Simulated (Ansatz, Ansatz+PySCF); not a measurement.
```xyz
8

Si    0.0000    0.0000   -1.2671
Si    0.0000    0.0000    1.2671
H     0.0000   -1.5158   -1.8249
H    -1.3128    0.7579   -1.8249
H     1.3128    0.7579   -1.8249
H     0.0000    1.5158    1.8249
H    -1.3128   -0.7579    1.8249
H     1.3128   -0.7579    1.8249
```

RHF on singlet Si₂H₆ was run in several spherical basis sets with Ansatz (development build ahead of 0.2.0). Caution for RHF: no unrestricted run beside it, a lower state can exist.

Rank the basis sets by the total energy that they give, lowest first, with the distance from the lowest.
A. def2-SVP
B. cc-pVTZ
C. cc-pVDZ
D. def2-TZVP
E. 6-31G(d)

B (0.00 eV), D (0.21 eV), C (0.76 eV), E (1.98 eV), A (5.76 eV).

Totals follow the description of the cores as much as that of the bonds, so this order isn't one of quality for chemistry.
